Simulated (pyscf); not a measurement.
## Substitution at Si: :N–F [triplet] + H₃Si–SiH₃ → F–N•–SiH₂–SiH₃ + H•

Gas phase, triplet surface, charge 0. Bonds broken: Si4–H8. Bonds formed: N1–Si4. Optimised with ωB97X-D3(BJ)/def2-SVP in PySCF.

Transition state (Å):

```xyz
10

N      1.1313     1.5021    -0.9433
F      1.0034     2.4642     0.0233
Si     0.4267    -0.3407     1.7204
Si    -0.1284     0.2426    -0.4883
H      0.3823    -1.8152     1.9326
H      1.8162     0.1435     1.9694
H     -0.5170     0.3298     2.6581
H     -1.6314    -1.1844     0.4159
H      0.0557    -0.8367    -1.4933
H     -1.4479     0.9179    -0.6448
```

One imaginary mode, 478i cm⁻¹; descent along it reached the two sides named.

```json
[
 {"bond": "Si4–H8", "change": "breaks", "reactant side (Å)": "1.494", "saddle": "2.261", "product side": "3.4"},
 {"bond": "N1–Si4", "change": "forms", "reactant side (Å)": "3.4", "saddle": "1.839", "product side": "1.826"}
]
```

Electronic energies relative to the separated reactants (kcal/mol):

| level | barrier | reaction energy |
|---|---|---|
| ωB97X-D3(BJ)/def2-TZVP | 31.9 | +31.1 |
| PBE/def2-TZVP | 24.5 | +26.9 |
| r²SCAN/def2-TZVP | 27.0 | +31.2 |
| B3LYP-D3(BJ)/def2-TZVP | 29.6 | +31.5 |
| PBE0-D3(BJ)/def2-TZVP | 28.7 | +30.0 |
| M06-2X/def2-TZVP | 30.8 | +30.4 |
| ωB97M-D3(BJ)/def2-TZVP | 32.1 | +31.1 |
| HF/def2-TZVP | 50.0 | +43.0 |

With ωB97M-D3(BJ)/def2-TZVP energies and thermal terms (ideal gas, 1 atm, RRHO with modes under 100 cm⁻¹ raised to 100, one conformer, R ln 2 for chiral ones without a mode under 150 cm⁻¹), in kcal/mol:

| T (K) | ΔH‡ | ΔG‡ | ΔH | ΔG |
|---|---|---|---|---|
| 298 | 29.6 | 38.3 | +28.7 | +30.5 |
| 600 | 30.5 | 46.8 | +30.0 | +31.7 |
| 900 | 31.2 | 54.9 | +31.1 | +32.4 |
| 1200 | 31.9 | 62.6 | +32.0 | +32.7 |

At PBE, r²SCAN, B3LYP-D3(BJ), PBE0-D3(BJ) this geometry lies under the product side: in single points on another level's saddle the reverse barrier vanishes, and the forward threshold there is about the reaction energy. This saddle turned up in a search for another step; its sides and bond changes are read from the two ends of the descent. The same reactants have a lower exit, to •HN–F + •H₂Si–SiH₃ (barrier +20.2 kcal/mol at ωB97M-D3(BJ)/def2-TZVP, against +32.1 kcal/mol here). F–N•–SiH₂–SiH₃ + H• also meet on a surface of lower spin, which isn't treated here. F–N•–SiH₂–SiH₃ lies 123.8 kcal/mol over its isomer F–SiH₂–NH–SiH₂• (electronic energy, ωB97M-D3(BJ)/def2-TZVP). One saddle was located; it need not be the lowest between these sides. The angle at the attacked Si is 171°.
